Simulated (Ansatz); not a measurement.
Dissociation curve of OH, doublet.

Calculation: full CI/cc-pVDZ, frozen core run with Ansatz (a program for electronic structure).

**Question.** Relative to R = 0.99 Å, what are the energies at R = 0.73, 0.88, 1.03, 2.62 Å?

**Answer.** 274.8 kJ/mol at 0.73 Å, 29.1 kJ/mol at 0.88 Å, 4.9 kJ/mol at 1.03 Å, 389.5 kJ/mol at 2.62 Å.
